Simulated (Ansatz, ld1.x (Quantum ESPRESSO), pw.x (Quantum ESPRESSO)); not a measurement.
**From atom to crystal: TM potential for magnesium**

ld1.x (Quantum ESPRESSO) 7.5 input, shortened:

```
&input
   title='Mg', zed=12., rel=1, dft='PBESOL', iswitch=3,
   config='[Ne] 3s2 3p0 3d-2'
 /
 &inputp
   pseudotype=2, tm=.true., lloc=2,
   nlcc=.true., new_core_ps=.true.
 /
3
3S  1  0   2.00   0.00  2.60  2.60  0.0
3P  2  1   0.00   0.00  3.00  3.00  0.0
3D  3  2  -2.00   0.30  2.35  2.35  0.0
 &test
   configts(1)='3s2 3p0'
 /
```

Atomic tests: cutoffs needed: 6 Ry and 15 Ry (the cutoffs (Ry, on a coarse ladder) from which the occupation-weighted sum of valence levels, in a spherical-Bessel basis at the reference potential, stays within 10 and 1 mRy of its value at 400 Ry); ghost test: no extra level below or beside the all-electron valence levels (s, p, d, f tested) (spherical-Bessel basis up to 400 Ry, 20 bohr box); largest excitation error: -23 meV (all-electron minus pseudo) for 3s0 3p2, out of 5 test configurations.

Crystal test: diamond Mg in pw.x 7.5, no spin, 8³ k-points, Fermi–Dirac smearing 0.01 Ry, cutoffs 50/200 Ry. The lattice is a test structure that the element need not adopt, and mesh and smearing are coarse.

pw.x input:

```
&control
  calculation='scf', prefix='x', pseudo_dir='./', outdir='./tmp', tstress=.true., disk_io='none'
/
&system
  ibrav=0, nat=2, ntyp=1, ecutwfc=50, ecutrho=200, nbnd=9,
  occupations='smearing', smearing='fd', degauss=0.01
/
&electrons
  conv_thr=1e-09, mixing_beta=0.4, electron_maxstep=70
/
ATOMIC_SPECIES
Mg 1.0 Mg.UPF
CELL_PARAMETERS angstrom
  0.00000000 3.39118246 3.39118246
  3.39118246 0.00000000 3.39118246
  3.39118246 3.39118246 0.00000000
ATOMIC_POSITIONS crystal
Mg 0.0000 0.0000 0.0000
Mg 0.2500 0.2500 0.2500
K_POINTS automatic
8 8 8 0 0 0
```

```bash
pw.x < Mg.scf.in > Mg.scf.out
```

Question: How does the run end?

Answer: It converges; the pressure is -0.09 GPa against -0.01 GPa from all-electron LAPW. The largest radius (3.00 bohr) exceeds half the bond length (2.77 bohr), so the spheres overlap, which is one possible source of error among others. The log shows:

```
     number of electrons       =         4.00
     number of Kohn-Sham states=            9
     kinetic-energy cutoff     =      50.0000  Ry
     charge density cutoff     =     200.0000  Ry
     scf convergence threshold =      1.0E-09
     Exchange-correlation= PBESOL
     number of k points=    29  Fermi-Dirac smearing, width (Ry)=  0.0100
     iteration #  1     ecut=    50.00 Ry     beta= 0.40
     total energy              =     -10.46574646 Ry
     estimated scf accuracy    <       0.00425089 Ry
     iteration #  2     ecut=    50.00 Ry     beta= 0.40
     total energy              =     -10.46550122 Ry
     estimated scf accuracy    <       0.00124054 Ry
     iteration #  3     ecut=    50.00 Ry     beta= 0.40
     total energy              =     -10.46560085 Ry
     estimated scf accuracy    <       0.00002673 Ry
     iteration #  4     ecut=    50.00 Ry     beta= 0.40
     total energy              =     -10.46560371 Ry
     estimated scf accuracy    <       0.00000122 Ry
     iteration #  5     ecut=    50.00 Ry     beta= 0.40
     total energy              =     -10.46560392 Ry
     estimated scf accuracy    <       0.00000002 Ry
     iteration #  6     ecut=    50.00 Ry     beta= 0.40
     total energy              =     -10.46560392 Ry
     estimated scf accuracy    <          2.1E-09 Ry
     iteration #  7     ecut=    50.00 Ry     beta= 0.40
     the Fermi energy is     0.7273 ev
!    total energy              =     -10.46560393 Ry
     estimated scf accuracy    <          3.2E-11 Ry
     smearing contrib. (-TS)   =      -0.00554242 Ry
     The total energy is F=E-TS. E is the sum of the following terms:
     one-electron contribution =       1.50174601 Ry
     hartree contribution      =       0.10932514 Ry
     xc contribution           =      -8.70880010 Ry
     ewald contribution        =      -3.36233255 Ry
     convergence has been achieved in   7 iterations
          total   stress  (Ry/bohr**3)                   (kbar)     P=       -0.88
     Message from routine punch:
     Nothing written, as per user request (disk_io='none')
```
